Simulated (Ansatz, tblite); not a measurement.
Voigt–Reuss–Hill bulk modulus (GPa) of solids drawn from the class of tetrahedrally bonded semiconductors and semimetals, at two levels: GFN1-xTB tight binding with its D3(BJ) term, in tblite, supercell at the zone centre, Fermi filling at 1000 K (free energies), no spin polarisation (tblite), and PBE (Ansatz, a quantum-chemistry and plane-wave program, plane waves, PAW).

```csv
solid,GFN1-xTB,PBE,shift (%)
wurtzite GaN,92.4,172,+86
wurtzite CdS,42.3,53.3,+26
2H-SiC,203,214,+5.4
wurtzite ZnO,48.5,129,+166
wurtzite AlN,97.0,193,+99
wurtzite BN (high-pressure phase),388,372,-4.1
```

The shifts run from -4.1 % to +166 %, with a median of +56 %.

Of 6 rows, PBE is the larger in 5 and the smaller in 1.

Ansatz's runs of these crystals have no spin polarisation.

Each level is taken at its own relaxed cell. Caveats: the method was fitted mainly to molecules (GFN1-xTB: wurtzite GaN, wurtzite CdS, 2H-SiC, wurtzite ZnO, wurtzite AlN, wurtzite BN); the relaxed volume lies over a fifth from the starting cell (GFN1-xTB: wurtzite ZnO); the run uses a supercell at the zone centre in place of a k mesh (GFN1-xTB: wurtzite GaN, wurtzite CdS, 2H-SiC, wurtzite ZnO, wurtzite AlN, wurtzite BN). Ansatz's density-functional and Hartree–Fock values are scalar-relativistic unless marked +SOC, with PAW data made under PBE.
